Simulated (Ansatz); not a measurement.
A nudged elastic band was laid between two geometries of B$_{2}$H$_{2}$O (5 atoms, charge 0, multiplicity 1).

Level of theory: RKS B3LYP-D4/6-31G in Ansatz.

```json
{
 "movable images": "7",
 "climbing image": "yes",
 "spring": "5.0 eV/Å²",
 "optimiser": "quadratic models (default)",
 "start path": "through a guess of the saddle point",
 "force threshold": "0.5 eV/Å",
 "iteration limit": "60",
 "end points": "relaxed"
}
```

Initial state:

```xyz
5
Properties=species:S:1:pos:R:3
B -0.723 -0.148 -0.354
B 0.641 0.479 0.174
O 0.214 -0.856 0.465
H -1.753 -0.514 -0.795
H 1.622 1.040 0.510
```

Final state:

```xyz
5
Properties=species:S:1:pos:R:3
B -0.293 0.114 -0.212
B -0.403 1.754 -0.926
O 0.843 -0.123 0.530
H -1.122 -0.751 -0.342
H 0.975 -0.994 0.950
```

Question: Which bonds break or form, and what moves?

Answer: Bonds broken: B2–O3, B2–H5. Bonds formed: O3–H5.

Question: What energy profile does the band end with?

Answer: The forces met the threshold. The highest image is number 6 of 0 to 8, 3.91 eV above the first end and 0.63 eV above the last; the last end lies 3.28 eV above the first. The threshold of 0.5 eV/Å is loose, so the images may lie well off the minimum-energy path. The profile has 2 maxima (images 3, 6) with wells between them (image 5): this band takes more than one step, which may be the mechanism or a detour left from its start path. Neighbouring images differ by up to 1.7 eV, so the band resolves the path poorly. The order of the point at the top wasn't checked. The orbitals stay closed-shell, which can raise the energy where a bond breaks towards radicals; this wasn't checked here. Limits of this set-up: no polarisation functions.

```
image  path coordinate (Å)  energy (eV)  B2–O3 (Å)  B2–H5 (Å)  O3–H5 (Å)
    0                 0.00         0.00       1.43       1.18       2.36
    1                 0.49         0.86       1.56       1.15       1.97
    2                 0.98         2.56       1.87       1.24       1.59
    3                 1.48         3.67       2.07       1.60       1.11
    4                 1.97         3.43       2.41       2.25       1.00
    5                 2.47         3.37       2.71       2.89       0.97
    6                 2.97         3.91       2.32       3.05       0.95
    7                 3.46         3.45       2.35       3.31       0.97
    8                 3.95         3.28       2.68       3.60       0.98
```

Question: What is the geometry of the highest image?

Answer: 
```xyz
5
Properties=species:S:1:pos:R:3
B -0.525 -0.010 -0.294
B -0.008 1.647 -0.660
O 0.586 -0.295 0.454
H -1.398 -0.808 -0.478
H 1.345 -0.534 0.978
```

Time of the run: 94 s on 1 thread of Intel(R) Xeon(R) Processor @ 2.50GHz (Skylake/Cascade Lake) (shared host), peak memory 0.097 GiB.
